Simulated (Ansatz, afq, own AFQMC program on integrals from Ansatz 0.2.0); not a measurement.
AFQMC on a folder of integrals that Ansatz 0.2.0 wrote.

```yaml
crystal:
  periodic: [false, false, false]
  atoms:
    - {symbol: Al, position_ang: [0.000000, -0.092000, 0.542716]}
    - {symbol: N, position_ang: [0.000000, 0.094513, -1.133684]}
    - {symbol: H, position_ang: [0.000000, 1.149355, 1.226121]}
basis:
  gaussian: {orbitals: cc-pVDZ}
magnetization: {spin_polarized: true, initial_magnetization: 3}
correlation: {method: ccsd_t, electrons: outside_noble_gas, hamiltonian_folder: ham}
```

```sh
$ ansatz run in.yaml --threads 1 --pin off --events-out ev --progress --plain --max-ram 1382MiB
```

afq runs on the folder ham with

```
--method phaseless --trial cisd --walkers 60 --populations 1 --least-time 40 --time-step 0.005 --steps-per-block 50 --equilibration-blocks 28 --max-blocks 300 --target-error 0.00036 --factor-cut 1e-05 --start spin_pure --seed 372 --release-times 0.24,0.51,0.99,1.62,2.4 --release-step 0.03 --release-every 4 --taylor-order 6
```

Times are imaginary, in 1/Eh. The walk had a cap of 671 s.

```
orbitals 31  electrons 6 3  factors 226 of 360
reference energy -296.81954892 Eh
CCSD correlation -0.16707752 Eh in 17 cycles, weight of the determinant in the CISD state 0.9150
energy of the start -296.986488 Eh
 block  time / (1/Eh)  mean weight  energy / Eh
     1     0.250  0.9969  -296.985742
     2     0.500  1.0004  -296.986755
     3     0.750  1.0001  -296.987756
     4     1.000  0.9982  -296.988870
     5     1.250  0.9984  -296.989217
     8     2.000  1.0025  -296.993789
    13     3.250  0.9990  -296.987351
    25     6.250  0.9988  -296.989904
    37     9.250  0.9962  -296.993413
    49    12.250  0.9984  -296.989556
    61    15.250  0.9989  -296.992027
    73    18.250  1.0031  -296.988783
    85    21.250  0.9992  -296.987934
    97    24.250  1.0008  -296.991713
   109    27.250  1.0004  -296.993025
   121    30.250  0.9996  -296.994441
   133    33.250  0.9986  -296.987293
   145    36.250  0.9847  -296.988598
   157    39.250  0.9998  -296.990890
   169    42.250  0.9994  -296.992369
   181    45.250  1.0019  -296.989810
   185    46.250  0.9989  -296.992641
blocks merged  error / Eh  count
     1  0.000169  160
     2  0.000203  80
     4  0.000237  40
     8  0.000281  20
    16  0.000214  10
released: time / (1/Eh)  energy / Eh  error  mean overlap
  0.24  -296.990011  0.000232  1.0009
  0.51  -296.990801  0.000339  0.9968
  0.99  -296.990249  0.000459  1.0178
  1.62  -296.991700  0.000614  0.9630
  2.40  -296.990879  0.000538  0.9911
energy -296.989965 +/- 0.000281 Eh
(rows thinned)
```

Task: Estimate how long the walk took on 1 thread of Arm Neoverse V1 (shared host).

Result: 2.8 min of wall time.

The run passed its tests (sampling time, drift between the halves within three errors, error under three times the target), which doesn't prove that it has relaxed.

Against this walk (error 7.6 meV) on the same determinant: CCSD(T) 3.1 meV higher (within the noise), CCSDT(Q) 26.0 meV lower. The error is statistical and leaves out the bias of the constraint. Released to 2.40 1/Eh the energy moves by -25 ± 17 meV (both errors), within twice the noise. CCSDT(Q) is the surest value here, so the walk's 26 meV above it is most likely the bias of the constraint with this trial, which can have either sign.

Cautions: constraint bias not in the error; lower spins were not checked.

CCSDT and higher add their correlation energy to the determinant of the CCSD(T) run, since their own runs factorise the integrals more tightly (a shift of under 2 meV). A walk keeps the symmetry of its determinant, which the program's search chose and which needn't be the lowest solution, so a lower state of the same spin and another symmetry isn't excluded.
